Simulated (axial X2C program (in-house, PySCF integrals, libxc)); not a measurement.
Testing model relations on Cl₂

A bond curve at the CCSD(T) level, two-component, was computed with an in-house all-electron X2C program for linear molecules (integrals from PySCF) (basis Cl dyall-av3z [9s8p3d2f] (cores contracted in-house)) for the state Ω = 0 (closed shell). Its fit gives Re = 2.0203 Å, ωe = 536.9 cm⁻¹, ωexe = 2.55 cm⁻¹ and αe = 1.450e-03 cm⁻¹; the masses are 34.9689 and 34.9689 u. Two-component means X2C with spin–orbit coupling and atomic mean-field Coulomb and Gaunt terms.

Correlated methods: 14 electrons correlated (number of frozen shells: Cl 2 s, 1 p), 194 virtual spin orbitals or spinors in MP2, 90 natural virtuals in coupled cluster.

Question: Find the reduced mass, Be and the force constant.

Answer: From the CCSD(T) values: μ = 17.4844 u. Be = 16.8576/(μ Re²) = 0.2362 cm⁻¹. k = 5.8918×10⁻⁷ μ ωe² = 2.97 mdyn/Å.

Question: Estimate De from a Morse curve and compare with the computed well depth of 2.247 eV to Cl + Cl.

Answer: De(Morse) = ωe²/(4ωexe) = 3.504 eV against 2.247 eV computed, a ratio of 1.56. The extrapolation overshoots: the well softens faster than a Morse curve, or the lowest atomic limit lies below the one to which the curve heads.

Question: Where do the fundamental and the first overtone lie?

Answer: ν(1←0) = ωe − 2ωexe = 531.8 cm⁻¹; ν(2←0) = 2ωe − 6ωexe = 1058.5 cm⁻¹.

Question: Give B0 and the most populated J at 300 K (kT = 208.5 cm⁻¹).

Answer: B0 = Be − αe/2 = 0.2355 cm⁻¹; J(max) ≈ √(kT/2B0) − 1/2 = 20.5, so J = 21, nuclear-spin weights apart.

Question: Estimate the centrifugal constant by the Kratzer relation.

Answer: D = 4Be³/ωe² = 1.83e-07 cm⁻¹.

The state is a single determinant with fixed occupations, the lowest that a limited PBE0 search found. Dissociation energies refer to the lowest single-determinant-based atoms at the same level and basis. CCSD and (T) use frozen natural virtuals with an MP2 correction for the truncation; (T) itself is uncorrected, so its De runs slightly low.
